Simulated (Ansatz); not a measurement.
## Which is lower?

Two relaxed structures of SiH2S2, singlet (PBE0-D4/def2-TZVP; forces vanish, vibrations not checked).

A:

```
5
angstrom
S -1.8756 0.6320 0.7794
Si -0.4913 -0.3089 -0.1972
S 1.5730 0.0519 -0.1614
H -0.6636 -1.4431 -1.1342
H 1.4575 1.0681 0.7133
```

B:

S1  (-1.519, 0.376, 1.115)
Si2  (-1.032, -0.457, -0.573)
S3  (2.009, 0.304, -0.521)
H4  (2.201, -0.732, 0.311)
H5  (1.571, 1.090, 0.475)
(Å)

Computed with Ansatz 0.2.0 (basis: def2-TZVPP); correlated methods freeze the cores. B3LYP uses VWN-RPA correlation.

Q: Which structure is lower at CCSD(T), and by how much? (To be estimated.)

A: By the calculation: A, by 0.997 eV (electronic energy, against the other). By their contacts, A is SiH₂S₂ ([S][SiH][SH]) and B is a complex of H₂S + SiS.

All methods give the same order:

```tsv
method	E(B) − E(A) (eV)
PBE-D4	1.062
r2SCAN-D4	1.244
PBE0-D4	1.165
B3LYP-D4	1.002
wB97M-V	0.984
HF	1.112
MP2	1.133
CCSD	1.014
CCSD(T)	0.997
```

The T1 diagnostic stays at or below 0.018.

Labels in which every atom is bracketed show which atoms are joined, not bond orders.

For scale, one of the runs: CCSD(T)/def2-TZVPP, 154 basis functions, launched by `ansatz run in.yaml --threads 2 --pin off --events-out ev --progress --plain --max-ram 4352MiB`. Time: 13 s of wall clock on 2 CPU threads of an Arm Neoverse V2; the host was shared. Peak host memory: 0.88 GiB.
